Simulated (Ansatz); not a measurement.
The cluster Li2N⁺. Total charge 1; singlet. Geometry PBE0-D4/def2-TZVP.

```xyz
3

Li    1.559   -0.419    0.992
Li   -1.559    0.419   -0.992
N     0.000    0.000    0.000
```

A triplet lies near this restricted singlet, and broken spin symmetry wasn't tried. At PBE-D4/def2-TZVP an occupied level of the relaxed charge 1 singlet lies above an empty one (by up to 0.91 eV), so this SCF solution is probably not the lowest. The geometry of the singlet was relaxed on an unsound state (restricted singlet whose occupied levels cross empty ones at other levels, untested at these). At PBE0-D4/def2-TZVP a triplet of charge 1 lies 1.96 eV below the restricted singlet, each at its own geometry. The structure comes from a short search, and lower isomers may exist.

Question: Estimate the orbital energies around the gap (eV) in Ansatz with PBE-D4/def2-TZVP, PBE0-D4/def2-TZVP.

Answer: 
| orbital | PBE-D4/def2-TZVP | PBE0-D4/def2-TZVP |
| --- | --- | --- |
| HOMO−5 | -385.95 | -396.60 |
| HOMO−4 | -56.01 | -60.08 |
| HOMO−3 | -56.00 | -60.08 |
| HOMO−2 | -21.51 | -23.77 |
| HOMO−1 | -10.86 | -12.35 |
| HOMO | -9.75 | -11.17 |
| LUMO | -10.66 | -8.84 |
| LUMO+1 | -5.28 | -4.70 |
| LUMO+2 | -4.86 | -4.31 |
| LUMO+3 | -3.28 | -2.65 |
| LUMO+4 | -3.25 | -2.65 |
| LUMO+5 | -3.24 | -2.57 |
